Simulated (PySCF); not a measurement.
**ClH2OSi (SMILES O[SiH]Cl) at USVWN5/STO-3G**

What is the vertical doublet–quartet gap of ClH2OSi at USVWN5/STO-3G? 

The results are computed with PySCF 2.14.0.

**1. The structure to begin with**

ClH2OSi: 5 atoms, total charge 0, spin state doublet. SMILES: `O[SiH]Cl`. The shape is that of a PBE0-D4/def2-TZVP optimisation.

Bond lengths: O1–Si2 1.639 Å, Si2–Cl3 2.065 Å, O1–H4 0.959 Å, Si2–H5 1.488 Å. Angles: O1–Si2–Cl3 111.1°, O1–Si2–H5 105.3°, Cl3–Si2–H5 108.3°, Si2–O1–H4 118.3°.

**2. A single-point energy at USVWN5/STO-3G**

Contents of input.py:

```python
from pyscf import gto, dft

system = gto.M(
    atom='''
O   -0.806100  -0.432000  -0.746500
Si  -0.092300   0.479800   0.414000
Cl   1.606600  -0.440800   1.143600
H   -1.024100  -1.343200  -0.540000
H    0.316000   1.736300  -0.271100
''',
    max_memory=1860,
    spin=1,
    charge=0,
    basis='sto-3g',
    verbose=3,
)

myscf = dft.UKS(system)
myscf.xc = 'svwn'
myscf.conv_tol = 1e-10
myscf.grids.level = 5
myscf.kernel()
if not myscf.converged:
    myscf = myscf.newton().run(myscf.mo_coeff, myscf.mo_occ)

etot = myscf.e_tot
print('E = %.10f Eh' % etot)
```

On the command line:

```console
OMP_NUM_THREADS=1 python input.py
```

The log of the run:

```text
converged SCF energy = -813.422792206147  <S^2> = 0.75035434  2S+1 = 2.0003543
E = -813.4227922061 Eh
```

Run time: 3.6 s. Hardware: 1 thread of Arm Neoverse V1, shared host; peak memory 0.15 GiB.

**3. The quartet, same level**

Contents of calc.py:

```python
from pyscf import gto, dft

mol = gto.M(
    atom='''
O       -0.806100      -0.432000      -0.746500
Si      -0.092300       0.479800       0.414000
Cl       1.606600      -0.440800       1.143600
H       -1.024100      -1.343200      -0.540000
H        0.316000       1.736300      -0.271100
''',
    spin=3,
    basis='sto-3g',
    max_memory=1860,
    charge=0,
    verbose=3,
)

ks = dft.UKS(mol, xc='svwn')
ks.conv_tol = 1e-10
ks.grids.level = 5
ks.kernel()
if not ks.converged:
    ks = ks.newton().run(ks.mo_coeff, ks.mo_occ)

etot = ks.e_tot
print('E = %.10f Eh' % etot)
```

On the command line:

```console
OMP_NUM_THREADS=1 python calc.py
```

The log of the run:

```text
WARN: HOMO 0.0646970338073398 >= LUMO -0.370607328583997

WARN: HOMO 0.219799028711 >= LUMO 0.0720181067466603

WARN: HOMO 0.207285406004317 >= LUMO -0.101742014638885

WARN: HOMO 0.197313295369369 >= LUMO -0.147220657166995

WARN: HOMO 0.192712969818757 >= LUMO -0.142412162484628

WARN: HOMO 0.194347311220399 >= LUMO -0.158696543383267

WARN: HOMO 0.1977809461986 >= LUMO -0.164855275288094

WARN: HOMO 0.197992891791899 >= LUMO -0.16595092932659

WARN: HOMO 0.197962463225872 >= LUMO -0.165659263169322

WARN: HOMO 0.198944909909774 >= LUMO -0.166647215840269

WARN: HOMO 0.196491923929665 >= LUMO -0.166836195627179

WARN: HOMO 0.195413117677001 >= LUMO -0.168140845000314

WARN: HOMO 0.195399950180064 >= LUMO -0.168151092760228

WARN: HOMO 0.195511436887425 >= LUMO -0.167519811411496

WARN: HOMO 0.195802263600441 >= LUMO -0.167702942634052

WARN: HOMO 0.195929986611615 >= LUMO -0.16789306771053

WARN: HOMO 0.195878316209718 >= LUMO -0.168089444799078

WARN: HOMO 0.195853146246567 >= LUMO -0.168023634336168

WARN: HOMO 0.195852600761182 >= LUMO -0.168241426380842

WARN: HOMO 0.195963132148108 >= LUMO -0.167920529440938

WARN: HOMO 0.195826307962835 >= LUMO -0.168232506505755

WARN: HOMO 0.19589249576133 >= LUMO -0.168075123864108

WARN: HOMO 0.195628168211613 >= LUMO -0.16817558960222

WARN: HOMO 0.195644943075561 >= LUMO -0.168178283925905

WARN: HOMO 0.195612964736353 >= LUMO -0.168085276559657

WARN: HOMO 0.195731082034412 >= LUMO -0.168292332480896

WARN: HOMO 0.195828326469777 >= LUMO -0.168132822221285

WARN: HOMO 0.195590344861628 >= LUMO -0.168038739442168

WARN: HOMO 0.195841378425091 >= LUMO -0.16809274053457

WARN: HOMO 0.195688890348172 >= LUMO -0.168262673052826

WARN: HOMO 0.195716004905852 >= LUMO -0.168327039780533

WARN: HOMO 0.195712024738458 >= LUMO -0.1682768745769

WARN: HOMO 0.195728866505986 >= LUMO -0.16827027702732

WARN: HOMO 0.195706925611105 >= LUMO -0.168266107206152

WARN: HOMO 0.195634016876242 >= LUMO -0.168265386881959

WARN: HOMO 0.195648625732502 >= LUMO -0.168307223727174

WARN: HOMO 0.195640594013873 >= LUMO -0.16830203990309

WARN: HOMO 0.195479555261615 >= LUMO -0.167922785637222

WARN: HOMO 0.195602825497729 >= LUMO -0.168243076893093

WARN: HOMO 0.195615836965604 >= LUMO -0.168233009565656

WARN: HOMO 0.195618291318162 >= LUMO -0.168252796478482

WARN: HOMO 0.195130599526795 >= LUMO -0.167853859966816

WARN: HOMO 0.195136998846208 >= LUMO -0.162825764620285

WARN: HOMO 0.195791349788941 >= LUMO -0.159345942105162

WARN: HOMO 0.194477744339431 >= LUMO -0.162720238591106

WARN: HOMO 0.194518248737511 >= LUMO -0.161344604155717

WARN: HOMO 0.196314155935098 >= LUMO -0.158464601079949

WARN: HOMO 0.199054679956385 >= LUMO -0.164323178948517

WARN: HOMO 0.196319953750462 >= LUMO -0.166910880810652

WARN: HOMO 0.19609252625374 >= LUMO -0.167615148348037

SCF not converged.
SCF energy = -813.080741945548 after 50 cycles  <S^2> = 3.7505561  2S+1 = 4.0002781

WARN: HOMO 0.188834050409443 >= LUMO -0.15629859930985

WARN: HOMO 0.19524612898011673 > LUMO -0.16928716019337925 was found in the canonicalized orbitals.

converged SCF energy = -813.082384404701  <S^2> = 3.7505851  2S+1 = 4.0002925
E = -813.0823844047 Eh
```

Wall time 24 s (1 thread of Arm Neoverse V1, shared host); peak memory 0.17 GiB.

**4. Outcome**

Level: USVWN5/STO-3G.

| quantity | value |
| --- | --- |
| doublet: total energy | -813.42279 Eh |
| doublet: dipole moment | 2.60 D |
| doublet: HOMO energy (highest over α and β) | -1.55 eV |
| doublet: LUMO energy (lowest over α and β) | -0.48 eV |
| doublet: ⟨S²⟩ | 0.750 |
| quartet: total energy | -813.08238 Eh |
| quartet: dipole moment | 2.94 D |
| quartet: ⟨S²⟩ | 3.751 |
| vertical energy of the quartet above the doublet | 9.263 eV |

At this shape the quartet lies 9.26 eV (214 kcal/mol) above the doublet. Mulliken charges (doublet) run from -0.36 on O1 to +0.54 on Si2; they depend strongly on the basis.
